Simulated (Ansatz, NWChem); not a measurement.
Worked example: the enthalpy of formation of SOF2 (thionyl fluoride)

SOF2: 4 atoms, total charge 0, spin state singlet. SMILES: `O=S(F)F`. Geometry: relaxed at PBE0-D4/def2-TZVP.

```
atom    x (Å)    y (Å)    z (Å)
   O   0.9324   0.0666  -1.0178
   S  -0.1513  -0.4262  -0.2457
   F  -1.1244   0.8042   0.0004
   F   0.3433  -0.4446   1.2631
```

Total energies at CAM-B3LYP/aug-cc-pVDZ (NWChem 7.3.0); the atoms run unrestricted:

| species | state | energy (Eh) |
| --- | --- | --- |
| SOF2 | singlet | -673.038948 |
| O | triplet | -75.054018 |
| S | triplet | -398.122201 |
| F | doublet | -99.716097 |

Harmonic wavenumbers at PBE0-D4/def2-TZVP, in cm⁻¹: 374, 395, 533, 761, 827, 1372.

Measured heats of formation of the gaseous atoms at 298.15 K, in kJ/mol: O 249.2, S 277.0, F 79.4. Spin-orbit lowering of the atoms at 298 K (mean of the ground term's levels less their thermal mean, from spectra), in kJ/mol: O 0.40, S 1.88, F 1.29. Take 1 Eh = 2625.50 kJ/mol, 1 cm⁻¹ = 0.0119627 kJ/mol, RT = 2.479 kJ/mol.

Problem. What heat of formation follows?

Solution. 
1. Electronic atomisation energy: (-75.054018) + (-398.122201) + 2 × (-99.716097) − (-673.038948) = 0.430535 Eh = 1130.4 kJ/mol.
2. Zero-point energy: half the sum of the wavenumbers, 2131 cm⁻¹ = 25.5 kJ/mol.
3. Thermal vibrational enthalpy, Σ hcν̃/(exp(hcν̃/kT) − 1): 2.7 kJ/mol. Translation, rotation and pV of a non-linear molecule: 4 RT = 9.9 kJ/mol.
4. The 4 free atoms carry 5/2 RT each: 24.8 kJ/mol.
5. Spin-orbit coupling lowers the free atoms by 0.40 + 1.88 + 2 × 1.29 = 4.9 kJ/mol.
6. Atomisation enthalpy at 298 K: 1130.4 − 4.9 − 25.5 − 2.7 − 9.9 + 24.8 = 1112.2 kJ/mol.
7. Sum of the atoms' heats of formation: 685.0 kJ/mol. Heat of formation: 685.0 − 1112.2 = -427.2 kJ/mol.

No measured value is set beside it here. Anharmonicity and any spin-orbit splitting of the molecule are left out.
